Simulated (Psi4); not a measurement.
**P4 (SMILES P12P3P1P23) at 3 levels**

Aim: a comparison of 3 runs (BHLYP/def2-SVPD, CAM-B3LYP/def2-SVPD, M06-2X/def2-SVPD) of P4. 

The results are computed with Psi4 1.11.

## Step 1: The system as given

P4: 4 atoms, total charge 0, spin state singlet. As SMILES, `P12P3P1P23`. Geometry: relaxed at PBE0-D4/def2-TZVP.

Bond lengths: P1–P2 2.184 Å, P1–P3 2.184 Å, P2–P3 2.184 Å, P1–P4 2.184 Å, P2–P4 2.184 Å, P3–P4 2.184 Å. Some angles: P1–P2–P3 60.0°, P1–P2–P4 60.0°, P3–P2–P4 60.0°, P2–P1–P3 60.0°, P2–P1–P4 60.0°, P3–P1–P4 60.0°, P1–P3–P2 60.0°, P1–P3–P4 60.0°, P2–P3–P4 60.0°, P1–P4–P2 60.0°.

## Step 2: Energy and forces at BHLYP/def2-SVPD (run 1)

Contents of job.dat:

```
memory 1.6 GB

molecule system {
  0 1
  P
  P 1 2.183836
  P 1 2.183749 2 60.00032
  P 3 2.183747 1 60.00076 2 -70.53034
  symmetry c1
  no_reorient
  no_com
}

set basis def2-SVPD
set puream true
set e_convergence 1e-09
set d_convergence 1e-08
set scf_type pk
set dft_radial_points 99
set dft_spherical_points 590

energy_value, wavefunction = gradient("bhhlyp", return_wfn=True)
oeprop(wavefunction, "LOWDIN_CHARGES", "QUADRUPOLE", "DIPOLE", title="BHHLYP")
```

Command:

```sh
psi4 -n 1 job.dat job.out
```

job.out:

```text
[...]
  Running in c1 symmetry.
[...]
  Nuclear repulsion =  327.132413600121595
[...]
  Multiplicity = 1
[...]
  Nalpha       = 30
  Nbeta        = 30
[...]
    Number of basis functions: 96
[...]
   @RKS iter   1: -1364.99961440995298    1.15036e-01   1.87008e-03 ADIIS/DIIS
[...]
   @RKS iter   9: -1365.01807995392528   -2.72848e-12   1.06792e-09 DIIS
[...]
  @RKS Final Energy: -1365.01807995392528
   => Energetics <=
    Nuclear Repulsion Energy =            327.1324136001215948
    One-Electron Energy =               -2539.3864218174921916
    Two-Electron Energy =                 894.9763113882071366
    DFT Exchange-Correlation Energy =     -47.7403831247619763
    Empirical Dispersion Energy =           0.0000000000000000
    VV10 Nonlocal Energy =                  0.0000000000000000
    Total Energy =                      -1365.0180799539252803
[...]
  -Total Gradient:
     Atom            X                  Y                   Z
    ------   -----------------  -----------------  -----------------
       1       -0.003134791078     0.004435253476     0.007660000142
       2       -0.003116648533     0.004416476619    -0.007640938825
       3       -0.003138487716    -0.008862782055    -0.000008479646
       4        0.009388768960     0.000008655552    -0.000011739859
[...]
```

It took 45 s on 1 thread of Intel Xeon at 2.50GHz (Skylake/Cascade Lake), shared host; peak memory 0.63 GiB.

## Step 3: Energy and forces at CAM-B3LYP/def2-SVPD (run 2)

Contents of p4.in:

```
memory 1.6 GB

molecule geom {
  0 1
  P     -1.36967350    -0.18897261     2.11535942
  P      2.44700636     0.20749193     0.59658654
  P     -0.34959933    -2.06301401    -1.41691665
  P     -0.72773353     2.04449469    -1.29484034
  units bohr
  symmetry c1
  no_reorient
  no_com
}

set {
  basis                def2-SVPD
  puream               true
  e_convergence        1e-09
  d_convergence        1e-08
  scf_type             pk
  dft_radial_points    99
  dft_spherical_points 590
}

gradient('cam-b3lyp')
```

Command:

```sh
psi4 -n 1 p4.in p4.out
```

p4.out:

```text
[...]
  Running in c1 symmetry.
[...]
  Nuclear repulsion =  327.132424419381721
[...]
  Multiplicity = 1
[...]
  Nalpha       = 30
  Nbeta        = 30
[...]
    Number of basis functions: 96
[...]
   @RKS iter   1: -1365.02855565706614    8.06590e-02   1.92060e-03 ADIIS/DIIS
[...]
   @RKS iter   9: -1365.04686735787209   -8.86757e-12   1.66842e-09 DIIS
[...]
  @RKS Final Energy: -1365.04686735787209
   => Energetics <=
    Nuclear Repulsion Energy =            327.1324244193817208
    One-Electron Energy =               -2539.3497771885213297
    Two-Electron Energy =                 918.1991479581117801
    DFT Exchange-Correlation Energy =     -71.0286625468442736
    Empirical Dispersion Energy =           0.0000000000000000
    VV10 Nonlocal Energy =                  0.0000000000000000
    Total Energy =                      -1365.0468673578723156
[...]
  -Total Gradient:
     Atom            X                  Y                   Z
    ------   -----------------  -----------------  -----------------
       1        0.005701976854     0.000787252576    -0.008828892387
       2       -0.010174554206    -0.000867373215    -0.002482447790
       3        0.001450488150     0.008616269836     0.005914795936
       4        0.003021463831    -0.008532555448     0.005398690651
[...]
```

Run time: 69 s. Hardware: 1 thread of Intel Xeon at 2.50GHz (Skylake/Cascade Lake), shared host; peak memory 0.71 GiB.

## Step 4: Energy and gradient at M06-2X/def2-SVPD (run 3)

Contents of run.py:

```python
import psi4

psi4.set_memory('1600 MB')
psi4.set_num_threads(1)
psi4.set_output_file('p4.out', False)

geom = psi4.geometry("""
0 1
P
P 1 2.183836
P 1 2.183749 2 60.00032
P 3 2.183747 1 60.00076 2 -70.53034
symmetry c1
no_reorient
no_com
""")

psi4.set_options({
    'basis': 'def2-SVPD',
    'puream': True,
    'e_convergence': 1e-09,
    'd_convergence': 1e-08,
    'scf_type': 'pk',
    'dft_radial_points': 99,
    'dft_spherical_points': 590,
})

energy_value = psi4.gradient('M06-2X')
print('gradient / Eh bohr^-1')
print(energy_value.np.round(6))
```

Command:

```sh
python run.py
```

p4.out:

```text
[...]
  Running in c1 symmetry.
[...]
  Nuclear repulsion =  327.132413600121595
[...]
  Multiplicity = 1
[...]
  Nalpha       = 30
  Nbeta        = 30
[...]
    Number of basis functions: 96
[...]
   @RKS iter   1: -1364.97774576354755    1.30820e-01   1.81412e-03 ADIIS/DIIS
[...]
   @RKS iter   9: -1364.99492926520747   -1.36424e-12   1.08979e-09 DIIS
[...]
  @RKS Final Energy: -1364.99492926520747
   => Energetics <=
    Nuclear Repulsion Energy =            327.1324136001215948
    One-Electron Energy =               -2539.4416718134225448
    Two-Electron Energy =                 891.4130448170402587
    DFT Exchange-Correlation Energy =     -44.0987158689469467
    Empirical Dispersion Energy =           0.0000000000000000
    VV10 Nonlocal Energy =                  0.0000000000000000
    Total Energy =                      -1364.9949292652074746
[...]
  -Total Gradient:
     Atom            X                  Y                   Z
    ------   -----------------  -----------------  -----------------
       1       -0.002311243310     0.003270522578     0.005644982777
       2       -0.002294031106     0.003253099789    -0.005637282772
       3       -0.002316069558    -0.006543821651    -0.000005825309
       4        0.006922405466     0.000013397837    -0.000005520075
[...]
```

The script printed:

```text
gradient / Eh bohr^-1
[[-2.311e-03  3.271e-03  5.645e-03]
 [-2.294e-03  3.253e-03 -5.637e-03]
 [-2.316e-03 -6.544e-03 -6.000e-06]
 [ 6.922e-03  1.300e-05 -6.000e-06]]
```

Run time: 79 s. Hardware: 1 thread of Intel Xeon at 2.50GHz (Skylake/Cascade Lake), shared host; peak memory 0.8 GiB.

## Step 5: All runs side by side

| run | level | energy (Eh) | dipole moment (D) | HOMO energy (eV) | LUMO energy (eV) | wall time |
| --- | --- | --- | --- | --- | --- | --- |
| 1 | BHLYP/def2-SVPD | -1365.018080 | 0.00 | -8.45 | 0.32 | 45 s |
| 2 | CAM-B3LYP/def2-SVPD | -1365.046867 | 0.00 | -8.78 | 0.45 | 69 s |
| 3 | M06-2X/def2-SVPD | -1364.994929 | 0.00 | -8.51 | 0.17 | 79 s |

## Step 6: Results

```
                       quantity           value
            run 3: total energy  -1364.99493 Eh
           run 3: dipole moment          0.00 D
             run 3: HOMO energy        -8.51 eV
             run 3: LUMO energy         0.17 eV
           run 3: HOMO–LUMO gap         8.68 eV
run 3: largest force on an atom      0.357 eV/Å
```

In words: The HOMO–LUMO gap runs from 8.68 eV (M06-2X/def2-SVPD) to 9.23 eV (CAM-B3LYP/def2-SVPD). Totals of different functionals can't be ranked against each other. All runs together took 3.2 min, the longest 79 s.
